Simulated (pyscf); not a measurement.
Optimised with ωB97X-D3(BJ)/def2-SVP in PySCF.

Task: PBE/def2-TZVP puts the barrier of `[O]=[Mo](=[O])=[O]` + `[NH3]` → `[NH2][Mo](=[O])(=[O])[OH]` (addition across a multiple bond or ene-type step; singlet surface; H–N broken, H–O, Mo–N formed) at -94.7 kJ/mol and the reaction energy at -254.8 kJ/mol, from the separated reactants. What do B3LYP-D3(BJ)/def2-TZVP, PBE0-D3(BJ)/def2-TZVP, ωB97M-D3(BJ)/def2-TZVP give on the same structures?

Result: B3LYP-D3(BJ): ΔE‡ = -96.8 kJ/mol, ΔE = -277.9 kJ/mol; PBE0-D3(BJ): ΔE‡ = -107.8 kJ/mol, ΔE = -282.4 kJ/mol; ωB97M-D3(BJ): ΔE‡ = -98.8 kJ/mol, ΔE = -280.6 kJ/mol. PBE's barrier lies over all of them, by 2.1 to 13.1 kJ/mol. Its reaction energy lies over all of them, by 23.1 to 27.6 kJ/mol. On the reactant side the descent ends in an adduct with a Mo–N contact, 251.7 kJ/mol under the separated species and 141.1 kJ/mol under the saddle at ωB97X-D3(BJ)/def2-TZVP. On the product side the descent ends in a point that may be a rotor saddle (no frequency run), 10.7 kJ/mol over the lowest minimum found and 171.8 kJ/mol under the saddle at ωB97X-D3(BJ)/def2-TZVP. At PBE, B3LYP-D3(BJ), PBE0-D3(BJ), ωB97M-D3(BJ) the saddle lies under the separated reactants, which points to a path from their complex (located at ωB97X-D3(BJ) alone). What is counted as formed (Mo–N) is already present as a longer contact in the reactant adduct; forming that adduct is a step of its own. At the saddle there is also a short H–Mo contact that neither side keeps. At ωB97X-D3(BJ)/def2-TZVP the barrier from the zero used here is -110.6 kJ/mol. One saddle was located; it need not be the lowest between these sides. Elements past Kr carry the def2 core potentials, without spin-orbit coupling.
